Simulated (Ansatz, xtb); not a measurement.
## C4H3−: which of two isomers lies lower

Structure X is `[CH-]=C=C=C`, a singlet and structure Y is `[C-]#CC=C`, a singlet. Both are isolated ions in the gas phase, relaxed with r2SCAN-D4/def2-SVPD.

Question: Estimate E(Y) − E(X) at the level CCSD(T)/def2-SVPD + ΔMP2/def2-TZVPPD.

Answer: Calculated at CCSD(T)/def2-SVPD + ΔMP2/def2-TZVPPD: E(Y) − E(X) = −16.5 kcal/mol, so structure Y lies lower.

The same difference at several levels:

```csv
level,geometry,E(Y) − E(X) (kcal/mol),departure from the last row (kcal/mol),"job, with rough time for the two"
GFN2-xTB,GFN2-xTB,−5.3,+11.2,"optimisation, 0.13 s"
HF/STO-3G,GFN2-xTB,−24.5,−8.0,"single point, 0.12 s"
r2SCAN-D4/def2-SVPD//GFN2-xTB,GFN2-xTB,−12.7,+3.8,"single point, 1.3 s"
r2SCAN-D4/def2-SVPD,r2SCAN-D4/def2-SVPD,−10.5,+6.0,"optimisation, 16 s"
HF/def2-SVPD,r2SCAN-D4/def2-SVPD,−21.0,−4.5,part of the CCSD(T) run
MP2/def2-SVPD,r2SCAN-D4/def2-SVPD,−19.1,−2.6,part of the CCSD(T) run
CCSD(T)/def2-SVPD,r2SCAN-D4/def2-SVPD,−17.1,−0.6,single point
CCSD(T)/def2-SVPD + ΔMP2/def2-TZVPPD,r2SCAN-D4/def2-SVPD,−16.5,,"single point, 9.8 s"
```

As drawn, Y has 1 C≡C, 1 C–C in place of 2 C=C.

The levels shown agree on the order. The largest departure from CCSD(T)/def2-SVPD + ΔMP2/def2-TZVPPD is that of GFN2-xTB, 11.2 kcal/mol. The last row adds to CCSD(T) the change of the MP2 difference between the two basis sets, here +0.6 kcal/mol.

With harmonic frequencies from r2SCAN-D4/def2-SVPD (ideal gas, rigid rotor, one conformer each, 298.15 K, 1 atm): on the last row, ΔE + ΔZPE = −14.7, ΔH = −14.9, ΔG = −14.5 kcal/mol.

The T1 diagnostic of structure X is large, so the coupled-cluster value is less sure. The correlated steps freeze 4 core orbitals. Programs: Ansatz 0.2.0, xtb 6.7.1; the last row on 2 threads of Intel(R) Xeon(R) 6975P-C (Granite Rapids) on a shared host.
